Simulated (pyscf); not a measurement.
Concerted fragmentation: AsH₂• + water (H₂O) → AsH [triplet] + water (H₂O) + H atom (H•)

Gas phase, doublet surface, charge 0. Bonds broken: As1–H2, O4–H5. Bonds formed: H2–O4. Single points on ωB97X-D3(BJ)/def2-SVP structures (PySCF, gas phase). MP2 and CC: frozen core, UHF for open shells. ΔMP2 is the change of the MP2 total energy from the triple- to the quadruple-zeta basis.

Transition state (Å):

```xyz
6

As    -0.0110    -1.0241     1.6032
H     -1.6090    -0.3099     0.2895
H      0.9922    -1.2056     0.4670
O     -1.7151     0.0882    -0.6334
H     -2.9341     0.6066    -1.2772
H     -1.1594     0.8857    -0.5993
```

One imaginary mode, 1797i cm⁻¹; descent along it reached the two sides named.

```csv
bond,change,reactant side (Å),saddle,product side
As1–H2,breaks,1.522,2.188,3.1
O4–H5,breaks,0.965,1.473,2.9
H2–O4,forms,2.482,1.011,0.966
```

Electronic energies relative to the separated reactants (kcal/mol):

| level | barrier | reaction energy | reverse barrier |
|---|---|---|---|
| ωB97X-D3(BJ)/def2-TZVP | 85.4 | +75.1 | 10.2 |
| PBE/def2-TZVP | 66.6 | +72.6 | -6.1 |
| r²SCAN/def2-TZVP | 71.2 | +73.1 | -1.9 |
| B3LYP-D3(BJ)/def2-TZVP | 74.1 | +74.8 | -0.7 |
| PBE0-D3(BJ)/def2-TZVP | 74.9 | +71.9 | 3.0 |
| M06-2X/def2-TZVP | 80.2 | +70.0 | 10.2 |
| ωB97M-D3(BJ)/def2-TZVP | 82.7 | +73.2 | 9.5 |
| HF/def2-TZVP | 79.9 | +49.1 | 30.8 |
| MP2/def2-QZVPP | 87.1 | +70.3 | 16.8 |
| CCSD/def2-TZVPP | 86.9 | +71.3 | 15.5 |
| CCSD(T)/def2-TZVPP | 85.0 | +72.1 | 12.9 |
| CCSD(T)/def2-TZVPP + ΔMP2(QZVPP) | 85.9 | +73.2 | 12.7 |

With CCSD(T)/def2-TZVPP + ΔMP2(QZVPP) energies and thermal terms (ideal gas, 1 atm, RRHO with modes under 100 cm⁻¹ raised to 100, one conformer, R ln 2 for rigid chiral ones), in kcal/mol:

| T (K) | ΔH‡ | ΔG‡ | ΔH | ΔG |
|---|---|---|---|---|
| 298 | 82.3 | 89.3 | +69.7 | +62.7 |
| 600 | 83.4 | 96.0 | +70.6 | +55.3 |
| 900 | 84.5 | 102.1 | +71.2 | +47.5 |
| 1200 | 85.5 | 107.9 | +71.6 | +39.5 |

At PBE, r²SCAN, B3LYP-D3(BJ) this geometry lies under the product side: in single points on another level's saddle the reverse barrier vanishes, and the forward threshold there is about the reaction energy. The same reactants have a lower exit, to HO–AsH₂ + H• (barrier +51.4 kcal/mol at ωB97M-D3(BJ), against +82.7 kcal/mol here). This is the saddle that the search found; another between the same sides may lie lower. The CCSD(T) − MP2 part came from Ansatz, without density fitting, on the same reference. An unrestricted DFT solution here is markedly spin-contaminated. A UHF reference is spin-contaminated (<S²> up to 1.73), which harms MP2 most. The frozen core leaves the outer d or s,p core shells of the metals and heavy elements correlated in the MP2 and CC values, and def2-TZVPP describes them poorly, which can shift differences by a few kcal/mol. Elements up to Kr have no core potential and no relativistic terms here.
